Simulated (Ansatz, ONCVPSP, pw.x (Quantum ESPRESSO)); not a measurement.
## Equation-of-state test of one ONCV potential (C (Z = 6))

carbon, optimised norm-conserving Vanderbilt (ONCV), made with ONCVPSP 4.0.1.1 (patched build) (PBEsol, scalar-relativistic). Core [He], reference 2s2 2p2. Waves: 2s: rc 1.20 bohr, ncon 4, nbas 7, qcut 6.6 1/bohr, local; 2p: rc 1.60 bohr, ncon 4, nbas 7, qcut 5 1/bohr, 2 projectors, debl 1.6 Ha; d scattering state at 0.04 Ha: rc 1.60 bohr, ncon 4, nbas 9, qcut 7 1/bohr, 2 projectors, debl 0.5 Ha. Local part: the s channel. Core correction: Teter function, fcfact 3.5, rcfact 1.15.

Atomic tests: cutoffs needed: 35 Ha and 55 Ha (the cutoffs (Ha) at which the residual kinetic energy of the hardest occupied pseudo-wave falls to 1 and 0.1 mHa per electron); ghost test: no bound ghost flagged; no localised positive-energy state flagged; largest excitation error: +512 meV (all-electron minus pseudo) for 2s1 2p0, out of 4 test configurations.

Crystal test: bcc C in pw.x 7.5, no spin, 18³ k-points, Fermi–Dirac smearing 0.01 Ry, cutoffs 130/520 Ry. The reference is all-electron LAPW (Ansatz 0.2.0) with the same functional, mesh and smearing; V0 and B0 come from Birch–Murnaghan fits to the pressures at five volumes. Errors are pseudo minus all-electron; Δ is the rms difference of the E(V) curves that follow from these fits, minima aligned, over ±6 % about the mean V0. Mesh and smearing are coarse, so the numbers serve the comparison and aren't converged zero-temperature values; the lattice is a test structure that the element need not adopt.

| V (Å³/atom) | P all-electron (GPa) | P pseudo (GPa) |
| --- | --- | --- |
| 5.998 | 17.37 | 15.63 |
| 6.156 | 10.47 | 8.95 |
| 6.314 | 4.37 | 3.03 |
| 6.472 | -1.02 | -2.19 |
| 6.630 | -5.76 | -6.79 |

All-electron: a0 = 2.344 Å (V0 = 6.44 Å³/atom), B0 = 211.3 GPa.

Pseudopotential: mean pressure error (GPa): -1.36; a0 (Å): 2.340; a0 error (%): -0.19; B0 error (%): -0.7; Δ (meV/atom): 1.7.

At the middle volume, how do free energy and pressure move when the wave cutoff is lowered (ecutrho kept at four times it)?

```json
{"cutoff (Ry)": "58", "shift of F (meV/atom)": "+77.0", "shift of P (GPa)": "-0.36"}
{"cutoff (Ry)": "78", "shift of F (meV/atom)": "+65.1", "shift of P (GPa)": "-0.79"}
{"cutoff (Ry)": "104", "shift of F (meV/atom)": "+12.1", "shift of P (GPa)": "-1.92"}
```

The run at the middle volume (195 k-points, 5 iterations) took about 17 s on one core of a shared host (AMD EPYC 7B13, 96 threads, 756 GiB, load 65).
